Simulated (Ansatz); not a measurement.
Relaxation of C3H7NS (12 atoms, charge 0, multiplicity 1), to a largest force component of 0.02 eV/Å in at most 50 steps.

Level of theory: Ansatz, RKS B3LYP-D4/def2-SVP.

```xyz
12
Properties=species:S:1:pos:R:3:forces:R:3
N -1.670 -0.429 0.487 -0.43 2.46 -1.80
C -0.317 -0.789 0.336 4.21 -1.69 -1.41
C 0.722 0.116 0.873 0.93 -0.46 1.82
C 0.706 -0.061 -0.605 -3.36 0.63 1.88
S 0.105 1.246 -1.617 0.08 0.80 -0.76
H -1.817 0.621 0.238 -0.62 -0.26 1.42
H -2.262 -0.867 -0.214 -0.22 -0.85 0.29
H -1.532 -0.980 1.359 -1.59 0.41 0.73
H 0.457 1.071 1.377 0.05 0.11 -0.63
H 1.596 -0.352 1.413 -0.68 0.31 -0.21
H 1.378 -0.690 -1.056 1.99 -1.72 -1.30
H 1.290 1.917 -1.656 -0.34 0.26 -0.02
```

Where does it end, and by what steps?

The run converged. After 11 steps the energy has fallen by 1.532 eV; H12 moved furthest, 0.84 Å.

| step | energy less start (eV) | largest force component (eV/Å) | accepted |
| --- | --- | --- | --- |
| 0 | 0.0000 | 4.206 | yes |
| 1 | -0.8564 | 2.021 | yes |
| 2 | -1.2877 | 1.361 | yes |
| 3 | -1.4611 | 0.273 | yes |
| 4 | -1.3988 | 1.230 | no |
| 5 | -1.5079 | 0.151 | yes |
| 6 | -1.5201 | 0.112 | yes |
| 7 | -1.5268 | 0.068 | yes |
| 8 | -1.5295 | 0.174 | yes |
| 9 | -1.5310 | 0.079 | yes |
| 10 | -1.5316 | 0.037 | yes |
| 11 | -1.5318 | 0.007 | yes |

```xyz
12
Properties=species:S:1:pos:R:3
N -1.550 -0.383 0.391
C -0.166 -1.000 0.372
C 0.834 0.015 0.872
C 0.718 -0.242 -0.611
S 0.067 1.124 -1.651
H -1.599 0.575 -0.044
H -2.197 -0.983 -0.130
H -1.894 -0.337 1.354
H 0.531 1.027 1.192
H 1.708 -0.351 1.425
H 1.483 -0.810 -1.148
H 0.721 2.166 -1.086
```

Whether the end is a true minimum wasn't checked by a vibrational analysis.

Run time: 31 s on 2 threads of Arm Neoverse V2, on a shared host, peak memory 0.25 GiB.
